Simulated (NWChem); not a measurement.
# One shape, several levels: doublet C2H5NO+

Wanted: a comparison of 3 runs (UB3LYP/cc-pVDZ, UBHLYP/cc-pVDZ, UPBE0/cc-pVDZ) of doublet C2H5NO+. 

The results are computed with NWChem 7.3.0.

2 further runs of the same task are left out: 2 that didn't finish.

## Step 1: The structure to begin with

C2H5NO+ has 9 atoms, charge +1, and is taken as a doublet. SMILES of the parent species: `CNC=O`. The coordinates come from a PBE0-D4/def2-TZVP relaxation. That shape belongs to the parent species and isn't relaxed for this state.

Bond lengths: C1–N2 1.441 Å, N2–C3 1.351 Å, C3–O4 1.209 Å, C1–H5 1.093 Å, C1–H6 1.093 Å, C1–H7 1.089 Å, N2–H8 1.005 Å, C3–H9 1.106 Å. Some angles: C1–N2–C3 122.9°, N2–C3–O4 125.5°, C1–N2–H8 119.4°, C3–N2–H8 117.6°, N2–C1–H5 111.3°, N2–C1–H6 111.3°, N2–C1–H7 107.5°, N2–C3–H9 112.0°, O4–C3–H9 122.5°, H5–C1–H6 108.9°.

## Step 2: A single-point energy at UB3LYP/cc-pVDZ (run 1)

The input, m1.nw:

```
start m1
title "C2H5NO"
memory total 2200 mb
charge 1

geometry noautosym nocenter noautoz
   C    -0.320000    0.595900   -0.882400
   N    -0.338700   -0.404500    0.154300
   C     0.657300   -0.546900    1.055200
   O     1.660900    0.125800    1.103700
   H    -0.361800    0.139400   -1.874400
   H    -1.155500    1.292800   -0.777800
   H     0.613100    1.148900   -0.787900
   H    -1.123200   -1.028900    0.223800
   H     0.456500   -1.368700    1.768300
end

basis spherical bse
   * library cc-pVDZ
end

dft
   xc b3lyp
   mult 2
   grid xfine
   convergence energy 1e-08
   iterations 100
   mulliken
   noprint "final vectors analysis"
end

task dft energy
```

Command:

```console
nwchem m1.nw > m1.out
```

Log:

```text
[...]
          Wavefunction type:  spin polarized.
          No. of atoms     :     9
          No. of electrons :    31
[...]
          Charge           :     1
          Spin multiplicity:     2
[...]
          AO basis - number of functions:    81
[...]
              XC Information
              --------------
                         B3LYP Method XC Potential
                     Hartree-Fock (Exact) Exchange  0.200
                        Slater Exchange Functional  0.800 local
                    Becke 1988 Exchange Functional  0.720 non-local
              Lee-Yang-Parr Correlation Functional  0.810
                  VWN I RPA Correlation Functional  0.190 local
[...]
 d= 0,ls=0.0,diis     1   -208.6398800324 -3.31D+02  1.92D-02  4.40D-01     4.7
[...]
 d= 0,ls=0.0,diis    20   -208.8581389026 -2.44D-09  2.43D-07  2.82D-10    91.1
[...]
         Total DFT energy =     -208.858138902580
      One electron energy =     -516.177262383798
           Coulomb energy =      213.223948161304
    Exchange-Corr. energy =      -27.909152642632
 Nuclear repulsion energy =      122.004327962548
[...]
      Total Density - Mulliken Population Analysis
     ---------------------------------------------
    Atom       Charge   Shell Charges
 -----------   ------   -------------------------------------------------------
    1 C    6     5.97   2.01  0.67  0.35  2.13  0.75  0.06
    2 N    7     6.94   2.01  0.78  0.64  2.41  1.06  0.03
    3 C    6     5.76   2.01  0.71  0.32  2.04  0.50  0.18
    4 O    8     8.03   2.01  0.88  0.90  2.77  1.45  0.02
    5 H    1     0.86   0.71  0.11  0.03
    6 H    1     0.85   0.71  0.11  0.03
    7 H    1     0.88   0.72  0.12  0.03
    8 H    1     0.82   0.71  0.06  0.05
    9 H    1     0.90   0.73  0.14  0.03
[...]
      <S2> =      0.7760 (Exact =     0.7500)
[...]
```

Run time: 92 s. Hardware: 1 thread of Intel Xeon 6975P-C (Granite Rapids), shared host; peak memory 0.14 GiB.

## Step 3: A single-point energy at UBHLYP/cc-pVDZ (run 2)

The input, a.nw:

```
start a
memory 2200 mb
charge 1

geometry units au noautosym nocenter noautoz
 C  -0.60471236  1.12608780 -1.66749433
 N  -0.64005024 -0.76439422  0.29158474
 C   1.24211698 -1.03349122  1.99403901
 O   3.13864612  0.23772755  2.08569072
 H  -0.68370291  0.26342782 -3.54210265
 H  -2.18357854  2.44303793 -1.46982898
 H   1.15859109  2.17110634 -1.48891521
 H  -2.12254038 -1.94433921  0.42292071
 H   0.86265998 -2.58646815  3.34160271
end

basis spherical bse
 * library cc-pVDZ
end

dft
 xc bhlyp
 mult 2
 grid xfine
 convergence energy 1e-08
 maxiter 100
 mulliken
end

task dft energy
```

Command:

```console
nwchem a.nw > a.out
```

Log:

```text
[...]
          Wavefunction type:  spin polarized.
          No. of atoms     :     9
          No. of electrons :    31
[...]
          Charge           :     1
          Spin multiplicity:     2
[...]
          AO basis - number of functions:    81
[...]
              XC Information
              --------------
                        BHLYP Method XC Functional
                     Hartree-Fock (Exact) Exchange  0.500
                        Slater Exchange Functional  0.500 local
                    Becke 1988 Exchange Functional  0.500 non-local
              Lee-Yang-Parr Correlation Functional  1.000
[...]
 d= 0,ls=0.0,diis     1   -208.5214417667 -3.31D+02  1.18D-02  4.11D-01     4.7
[...]
 d= 0,ls=0.0,diis    20   -208.7408422210 -4.04D-09  1.36D-07  1.41D-11    90.6
[...]
         Total DFT energy =     -208.740842220950
      One electron energy =     -516.026516924592
           Coulomb energy =      213.091993092795
    Exchange-Corr. energy =      -27.810637512090
 Nuclear repulsion energy =      122.004319122937
[...]
      Total Density - Mulliken Population Analysis
     ---------------------------------------------
    Atom       Charge   Shell Charges
 -----------   ------   -------------------------------------------------------
    1 C    6     5.98   2.01  0.67  0.36  2.10  0.78  0.06
    2 N    7     6.98   2.01  0.78  0.66  2.39  1.11  0.04
    3 C    6     5.72   2.01  0.71  0.31  2.01  0.50  0.19
    4 O    8     8.05   2.01  0.88  0.91  2.76  1.48  0.02
    5 H    1     0.85   0.71  0.11  0.03
    6 H    1     0.85   0.71  0.11  0.03
    7 H    1     0.87   0.72  0.12  0.03
    8 H    1     0.81   0.70  0.05  0.05
    9 H    1     0.88   0.73  0.12  0.03
[...]
      <S2> =      0.8250 (Exact =     0.7500)
[...]
```

It took 91 s on 1 thread of Intel Xeon 6975P-C (Granite Rapids), shared host; peak memory 0.14 GiB.

## Step 4: A single-point energy at UPBE0/cc-pVDZ (run 3)

The input, mol.nw:

```
echo
start mol
memory 2200 mb
charge 1

geometry noautosym nocenter noautoz
 C    -0.320000    0.595900   -0.882400
 N    -0.338700   -0.404500    0.154300
 C     0.657300   -0.546900    1.055200
 O     1.660900    0.125800    1.103700
 H    -0.361800    0.139400   -1.874400
 H    -1.155500    1.292800   -0.777800
 H     0.613100    1.148900   -0.787900
 H    -1.123200   -1.028900    0.223800
 H     0.456500   -1.368700    1.768300
end

basis spherical bse
 * library cc-pVDZ
end

dft
 xc pbe0
 mult 2
 grid xfine
 convergence energy 1e-08
 iterations 100
 mulliken
end

task dft
```

Command:

```console
nwchem mol.nw > mol.out
```

Log:

```text
[...]
          Wavefunction type:  spin polarized.
          No. of atoms     :     9
          No. of electrons :    31
[...]
          Charge           :     1
          Spin multiplicity:     2
[...]
          AO basis - number of functions:    81
[...]
              XC Information
              --------------
                         PBE0 Method XC Functional
                     Hartree-Fock (Exact) Exchange  0.250
          PerdewBurkeErnzerhof Exchange Functional  0.750
            Perdew 1991 LDA Correlation Functional  1.000 local
           PerdewBurkeErnz. Correlation Functional  1.000 non-local
[...]
 d= 0,ls=0.0,diis     1   -208.4037107615 -3.30D+02  1.69D-02  4.42D-01     4.8
[...]
 d= 0,ls=0.0,diis    25   -208.6226428877  2.27D-09  5.58D-07  4.09D-09   115.8
[...]
         Total DFT energy =     -208.622642887653
      One electron energy =     -516.118080352991
           Coulomb energy =      213.155754235256
    Exchange-Corr. energy =      -27.664644732465
 Nuclear repulsion energy =      122.004327962548
[...]
      Total Density - Mulliken Population Analysis
     ---------------------------------------------
    Atom       Charge   Shell Charges
 -----------   ------   -------------------------------------------------------
    1 C    6     6.02   2.01  0.67  0.38  2.11  0.78  0.06
    2 N    7     6.98   2.01  0.78  0.66  2.39  1.11  0.04
    3 C    6     5.74   2.01  0.71  0.32  2.03  0.49  0.18
    4 O    8     8.04   2.01  0.88  0.92  2.75  1.46  0.02
    5 H    1     0.84   0.71  0.10  0.03
    6 H    1     0.84   0.71  0.10  0.03
    7 H    1     0.86   0.72  0.11  0.03
    8 H    1     0.81   0.70  0.05  0.06
    9 H    1     0.88   0.73  0.12  0.03
[...]
      <S2> =      0.7843 (Exact =     0.7500)
[...]
```

Run time: 1.9 min. Hardware: 1 thread of Intel Xeon 6975P-C (Granite Rapids), shared host; peak memory 0.14 GiB.

## Step 5: The series

| run | level | energy (Eh) | ⟨S²⟩ | wall time |
| --- | --- | --- | --- | --- |
| 1 | UB3LYP/cc-pVDZ | -208.858139 | 0.776 | 92 s |
| 2 | UBHLYP/cc-pVDZ | -208.740842 | 0.825 | 91 s |
| 3 | UPBE0/cc-pVDZ | -208.622643 | 0.784 | 1.9 min |

## Step 6: Outcome

```
                                 quantity          value
                      run 3: total energy  -208.62264 Eh
run 3: HOMO energy (highest over α and β)      -14.74 eV
 run 3: LUMO energy (lowest over α and β)      -12.01 eV
                              run 3: ⟨S²⟩          0.784
```

What this shows: Totals of different functionals can't be ranked against each other. All runs together took 5 min, the longest 1.9 min.
